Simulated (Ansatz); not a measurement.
System: fcc Rh. Method: PBEsol-D3(BJ) (Ansatz, a program for electronic structure, PAW).

Settings: plane-wave cutoff 520 eV, 24×24×24 k mesh, Fermi–Dirac smearing 0.05 eV, no spin polarisation, scalar-relativistic PAW data made under PBE.

Computed points:

```tsv
V (Å³/atom)	E − E_lowest (meV/atom)	P (GPa)
12.380	53.49	23.08
12.644	22.79	14.44
12.907	5.47	6.78
13.171	0.00	0.00
13.434	5.04	-6.01
13.697	19.38	-11.33
13.961	41.95	-16.03
```

Q: Estimate the bulk modulus from the pressures at 12.907 and 13.434 Å³/atom, and compare it with a fit to all energies.

A: B = −V dP/dV. Between V = 12.907 and 13.434 Å³/atom, dP/dV = (-6.01 − (6.78))/(13.434 − 12.907) = -24.3 GPa per Å³/atom; at the midpoint 13.171 Å³/atom this gives B ≈ 320 GPa. The third-order Birch–Murnaghan fit gives V0 = 13.171 Å³/atom, B0 = 319 GPa, B′ = 5.1, which lies within 1 % of that estimate.

Measured, for comparison: bulk modulus 271 GPa (corrected for temperature and zero-point phonon effects, our sources range from 271 to 289; as tabulated in Levämäki et al. (2014), arXiv:1402.3671); equilibrium volume per atom 13.65 Å³/atom (static lattice: zero-point anharmonic expansion removed; as tabulated in Mejia-Rodriguez and Trickey (2018), arXiv:1807.09216). Computed (rounded) less measured: bulk modulus +18 % (+10 % to +18 % over the range), equilibrium volume per atom -3.5 %.

Static lattice: no zero-point or thermal effects.
